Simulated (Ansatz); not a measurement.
The input, for Ansatz 0.2.0:

```yaml
crystal:
  periodic: [false, false, false]
  atoms:
    - {symbol: Ge, position_ang: [0.000000, -0.046314, 0.045260]}
    - {symbol: H, position_ang: [0.000000, 2.618942, -4.656914]}
    - {symbol: H, position_ang: [0.000000, 0.718806, 1.395122]}
basis:
  gaussian: {orbitals: pcseg-2, fitting: {mean_field: def2-universal-jkfit}}
total_charge: 1
magnetization: {spin_polarized: false, initial_magnetization: 1}
correlation: {method: bccd, electrons: outside_noble_gas}
```

```sh
$ ansatz run in.yaml --threads 1 --pin off --events-out ev --progress --plain --max-ram 2393MiB
```

Log:

```
302 factors; integrals over basis functions are off by at most 1.7e0 eV
mean field evaluation 1: about -56490.4625 eV, gradient 1.1e1 eV
mean field evaluation 2: about -56494.2858 eV, gradient 7.4e0 eV
mean field evaluation 4: about -56494.1786 eV, gradient 3.3e0 eV
mean field evaluation 8: about -56494.5889 eV, gradient 9.0e-4 eV
mean field evaluation 16: about -56494.5883 eV, gradient 1.6e-1 eV
mean field evaluation 32: about -56494.4490 eV, gradient 5.0e0 eV
mean field -56494.58889793 eV, -2076.1378485912 hartree, gradient 1.3e-6 eV, S^2 0.750000; 2 other end points of the search recorded, 0 dependent functions left out
mean field evaluation 64: about -56494.5810 eV, gradient 8.2e-1 eV
14 core orbitals not correlated: weight in the atoms' cores, before any rotation towards them, 1.000 or more for the frozen orbitals, at most 0.000 for the correlated occupied ones
reference -56494.58889793 eV, -2076.1378485912 hartree; 3, 2 occupied and 54, 55 virtual orbitals, 302 factors
second order -1.74769618 eV of doubles, -0.00000017 eV of singles
cycle   1  -2.10604205 eV  change   -3.6e-1 eV  update   5.5e-2
cycle   2  -2.28164700 eV  change   -1.8e-1 eV  update   2.4e-2
cycle   3  -2.28839457 eV  change   -6.7e-3 eV  update   5.4e-3
cycle   4  -2.28897870 eV  change   -5.8e-4 eV  update   1.3e-3
cycle   5  -2.28860602 eV  change    3.7e-4 eV  update   5.0e-4
cycle   6  -2.28856592 eV  change    4.0e-5 eV  update   1.5e-4
cycle   7  -2.28865135 eV  change   -8.5e-5 eV  update   3.3e-5
cycle   8  -2.28864793 eV  change    3.4e-6 eV  update   7.4e-6
cycle   9  -2.28864448 eV  change    3.4e-6 eV  update   1.9e-6
Total energy: -56496.87754241 eV, -2076.2219547247 hartree
```

Ran on 1 thread of AMD EPYC, shared host: 6.5 s wall, 0.18 GiB peak host memory.
